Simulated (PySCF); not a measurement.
## input.py for PO

File input.py (PySCF 2.14):

```python
from pyscf import gto, dft

mol = gto.M(
    atom='P 0 0 0; O 0 0 1.499',
    basis='cc-pcvdz',
    charge=0,
    spin=1,
    verbose=4,
)
mf = dft.ROKS(mol, xc='blyp')
mf.kernel()
mf.analyze()
print('orbital energies (hartree):', mf.mo_energy[..., max(0, mol.nelec[1]-3):mol.nelec[0]+3].round(4))
```

```bash
$ python input.py
```

It prints (some set-up lines and the per-cycle HOMO/LUMO lines with their warnings removed):

```
PySCF version 2.14.0

[INPUT] Symbol           X                Y                Z      unit          X                Y                Z       unit  Magmom
[INPUT]  1 P      0.000000000000   0.000000000000   0.000000000000 AA    0.000000000000   0.000000000000   0.000000000000 Bohr   0.0
[INPUT]  2 O      0.000000000000   0.000000000000   1.499000000000 AA    0.000000000000   0.000000000000   2.832699460723 Bohr   0.0

nuclear repulsion = 42.3624184859239
number of shells = 15
number of NR pGTOs = 80
number of NR cGTOs = 45
basis = cc-pcvdz
ecp = {}

******** <class 'pyscf.dft.roks.ROKS'> ********
method = ROKS
initial guess = minao
damping factor = 0
level_shift factor = 0
DIIS = <class 'pyscf.scf.diis.CDIIS'>
SCF conv_tol = 1e-09
SCF max_cycles = 50
num. doubly occ = 11  num. singly occ = 1
XC functionals = blyp

grids dens level: 3
tot grids = 33264
init E= -416.677688098159

cycle= 1 E= -416.303550365291  delta_E= 0.374  |g|= 1.02  |ddm|= 1.18
cycle= 2 E= -413.200688815286  delta_E=  3.1  |g|= 3.08  |ddm|= 1.97
cycle= 3 E= -416.520835753687  delta_E= -3.32  |g|= 0.221  |ddm|= 1.65

cycle= 4 E= -416.535760562199  delta_E= -0.0149  |g|= 0.117  |ddm|= 0.251

cycle= 5 E= -416.539392155612  delta_E= -0.00363  |g|= 0.0353  |ddm|= 0.061

cycle= 6 E= -416.539668630383  delta_E= -0.000276  |g|= 0.0126  |ddm|= 0.0107

cycle= 7 E= -416.539708800964  delta_E= -4.02e-05  |g|= 0.00196  |ddm|= 0.00583

cycle= 8 E= -416.539709672427  delta_E= -8.71e-07  |g|= 0.000194  |ddm|= 0.000847

cycle= 9 E= -416.539709678813  delta_E= -6.39e-09  |g|= 0.000104  |ddm|= 0.000158

cycle= 10 E= -416.53970968157  delta_E= -2.76e-09  |g|= 1.29e-05  |ddm|= 5.37e-05

cycle= 11 E= -416.539709681615  delta_E= -4.51e-11  |g|= 7.31e-07  |ddm|= 7.27e-06

Extra cycle  E= -416.539709681613  delta_E= 1.93e-12  |g|= 2.66e-06  |ddm|= 2e-06
converged SCF energy = -416.539709681613
**** SCF Summaries ****
Total Energy =                        -416.539709681613431
Nuclear Repulsion Energy =              42.362418485923946
One-electron Energy =                 -659.622292475928134
Two-electron Energy =                  200.720164308390707
Two-electron Coulomb Energy =          232.524838142241805
DFT Exchange-Correlation Energy =      -31.804673833851091
**** MO energy ****
                Roothaan           | alpha              | beta
[2 lines left out]
MO #3   energy= -6.35035611911519  | -6.35166729935645  | -6.34904493887398  occ= 2
MO #4   energy= -4.57761252743647  | -4.57837950789625  | -4.57684554697661  occ= 2
MO #5   energy= -4.57220272559823  | -4.5729790752534   | -4.57142637594319  occ= 2
MO #6   energy= -4.5684762536219   | -4.57231757913539  | -4.5646349280808   occ= 2
MO #7   energy= -0.916164871678411 | -0.922025404976545 | -0.910304338380361 occ= 2
MO #8   energy= -0.47901036083946  | -0.488976322605758 | -0.469044399073193 occ= 2
MO #9   energy= -0.33424840243627  | -0.33743310316016  | -0.331063701712362 occ= 2
MO #10  energy= -0.322288769605532 | -0.328712939721113 | -0.315864599490081 occ= 2
MO #11  energy= -0.320852968378715 | -0.335032709422337 | -0.30667323105866  occ= 2
MO #12  energy= -0.136908930254443 | -0.142158369502168 | -0.131659491006705 occ= 0
MO #13  energy= -0.123276761507476 | -0.144997790819499 | -0.101555723442143 occ= 1
MO #14  energy= 0.0293646625008748 | 0.024086667293321  | 0.0346426577083776 occ= 0
MO #15  energy= 0.316702107547904  | 0.309892010242902  | 0.323512204852928  occ= 0
MO #16  energy= 0.361222900432862  | 0.358635168901543  | 0.36381063196419   occ= 0
[29 lines left out]
 ** Mulliken pop on meta-lowdin orthogonal AOs  **
 ** Mulliken pop  **
pop of  0 P 1s            1.99994
pop of  0 P 2s            1.99653
pop of  0 P 3s            1.81667
pop of  0 P 4s            0.01525
pop of  0 P 5s            0.00110
pop of  0 P 2px           1.99971
pop of  0 P 2py           1.99974
pop of  0 P 2pz           1.99976
pop of  0 P 3px           0.83707
pop of  0 P 3py           1.04312
pop of  0 P 3pz           0.74549
pop of  0 P 4px           0.00137
[33 lines left out]
 ** Mulliken atomic charges  **
charge of    0P =      0.48012
charge of    1O =     -0.48012
Dipole moment(X, Y, Z, Debye):  0.00000, -0.00000, -1.76925
orbital energies (hartree): [-0.3342 -0.3223 -0.3209 -0.1369 -0.1233  0.0294  0.3167]
```

In short: E(SCF) = -416.539710 Eh, 11 cycles, μz(SCF) = -1.77 D.

Wall time 2.5 s on one thread of a shared host.

The bond length is a typed value, not an optimised one. No search for the lowest solution was made.
